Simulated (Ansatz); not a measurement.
System: fcc Pd. Method: PBE (plane waves, PAW; Ansatz, a quantum-chemistry and plane-wave program).

Settings: plane-wave cutoff 500 eV, 26×26×18 k mesh (along the axes of the cell as run), Fermi–Dirac smearing 0.1 eV, no spin polarisation, scalar-relativistic PAW data made under PBE.

Computed at the level's own relaxed cell.

### Question
Predict the volume per atom and lattice constant a.

### Answer

- volume per atom = 15.35 Å³/atom
- lattice constant a = 3.945 Å

Measured, for comparison: equilibrium volume per atom 14.56 Å³/atom, lattice constant a 3.876 Å (static lattice: zero-point anharmonic expansion removed; as tabulated in Mejia-Rodriguez and Trickey (2018), arXiv:1807.09216). Computed (rounded) less measured: equilibrium volume per atom +5.4 %, lattice constant a +1.8 %.

The computed numbers hold no vibrational or temperature effects.
